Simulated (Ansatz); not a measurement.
```yaml
crystal:
  periodic: [false, false, false]
  atoms:
    - {symbol: C, position_ang: [0.000000, 0.000000, -2.644285]}
    - {symbol: Al, position_ang: [0.000000, 0.000000, -0.744258]}
    - {symbol: C, position_ang: [0.000000, 0.000000, 1.154361]}
    - {symbol: H, position_ang: [0.000000, 0.000000, 2.234182]}
basis:
  gaussian: {orbitals: def2-TZVP}
hamiltonian: {xc: pbe0}
relax: {f_tol: 0.004, max_steps: 80}
```

```sh
$ ansatz run in.yaml --threads 1 --pin off --events-out ev --progress --plain --max-ram 2176MiB
```

Steps of the relaxation (energy above the last step; positions in Å, forces in eV/Å):

```
4
step 1, 198.2 meV
C     0.000    0.000   -2.644    0.000    0.000   -0.276
Al    0.000    0.000   -0.744    0.000    0.000    2.936
C     0.000    0.000    1.154    0.000    0.000   -2.774
H     0.000    0.000    2.234    0.000    0.000    0.114
```

```
4
step 2, 25.3 meV
C     0.000    0.000   -2.608    0.000    0.000   -0.139
Al    0.000    0.000   -0.699    0.000    0.000    1.236
C     0.000    0.000    1.112    0.000    0.000   -1.061
H     0.000    0.000    2.195    0.000    0.000   -0.036
```

```
4
step 3, 1.2 meV
C     0.000    0.000   -2.589    0.000    0.000   -0.015
Al    0.000    0.000   -0.670    0.000    0.000   -0.250
C     0.000    0.000    1.089    0.000    0.000    0.290
H     0.000    0.000    2.170    0.000    0.000   -0.025
```

```
4
step 5, 0.0 meV
C     0.000    0.000   -2.593    0.000    0.000   -0.001
Al    0.000    0.000   -0.674    0.000    0.000    0.001
C     0.000    0.000    1.093    0.000    0.000    0.001
H     0.000    0.000    2.174    0.000    0.000   -0.001
```

Close pairs at the end: C3–H4 1.081 Å, Al2–C3 1.768 Å, C1–Al2 1.919 Å.

A stationary point of restricted PBE0 after 5 steps (its stability towards spin polarisation wasn't tested); no frequencies were run, so it isn't proven a minimum. 25 s on 1 thread of Intel Xeon 6975P-C, shared host.
